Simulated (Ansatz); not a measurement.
`ClC1(Cl)CC1` at its PBE0-D4/def2-TZVP geometry, where that method's forces vanish. Charge 0, multiplicity 1.

```xyz
9

Cl   -0.6430   -1.8470    1.1277
C     0.3033   -0.6090    0.3325
Cl    2.0232   -0.9246    0.3852
C    -0.1592    0.7995    0.4216
C    -0.2587    0.0396   -0.8796
H    -1.0699    0.9827    0.9767
H     0.6038    1.5617    0.5105
H    -1.2367   -0.2910   -1.2042
H     0.4370    0.2881   -1.6704
```

**Question.** What forces (eV/Å) does PBE-D4/def2-TZVPP give on these atoms in Ansatz 0.2.0? (An estimate is asked.)

**Answer.** Ansatz gave: 
```
Cl1 -0.243 -0.307  0.198
C2   0.035 -0.071  0.038
Cl3  0.433 -0.074  0.010
C4  -0.044  0.239  0.138
C5  -0.075  0.001 -0.269
H6  -0.183  0.055  0.117
H7   0.145  0.169  0.026
H8  -0.198 -0.062 -0.084
H9   0.130  0.051 -0.175
```
